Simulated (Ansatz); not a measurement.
How far a parabola holds: energy against volume of zinc-blende AlN (metastable phase)

Zinc-blende AlN (metastable phase), treated with LDA in Ansatz (plane waves, PAW). Settings: plane-wave cutoff 520 eV, 14×14×14 k mesh, Fermi–Dirac smearing 0.01 eV, scalar-relativistic PAW data made under PBE. The cell has no free parameter but its volume, all volumes share cutoff and mesh, and the runs aren't spin-polarised. Energies are free energies at the run's smearing, counted from the lowest row; static lattice.

| V (Å³/atom) | E (meV/atom) |
|---|---|
| 9.620 | ? |
| 9.825 | 11.56 |
| 10.029 | 2.81 |
| 10.234 | 0.00 |
| 10.439 | 2.57 |
| 10.643 | 10.03 |

Fit E of the 5 rows that show it with a parabola. With u = V - 10.23, the rows have u = -0.40500, -0.20100, 0.00400, 0.20900, 0.41300. Least squares gives E = -0.008 - 2.129·u + 64.607·u². Residuals (row less fit): 0.109, -0.220, 0.015, 0.201, -0.103; standard error 0.236 (degrees of freedom: 2). The fitted curve has its minimum at V = 10.2, where E = -0.03. Its curvature is d²E/dV² = 2 × 64.607 meV/Å⁶, so B = V0·d²E/dV² × 0.1602 = 212 GPa.

Q: Predict the withheld E at V = 9.620 from the fit, and compare with the calculation.

A: u = -0.61000, so E = -0.008 - 2.129 × (-0.61000) + 64.607 × (-0.61000)² = 25.331 meV/atom. The calculation gives 26.84 meV/atom, 1.509 meV/atom above the prediction (5.6 % of the range of E in the table). The row lies outside the fitted rows, so this is an extrapolation. From the scatter of the fitted rows alone, a prediction at this place has a standard error of 0.559 meV/atom, so the miss is 2.7 times that.

The residuals are curvature that a parabola lacks, not noise. A solid that stiffens under compression and softens on expansion lies above the parabola at the compressed end and under it at the expanded end, as this row does. A third-order Birch-Murnaghan fit to the whole scan has B0 = 210 GPa. Only scans are tabulated whose curvature falls smoothly with volume, and where the parabola meets the shown rows within 5 % of their range and misses the end by 0.1 meV or more.

Ansatz is an electronic-structure program.
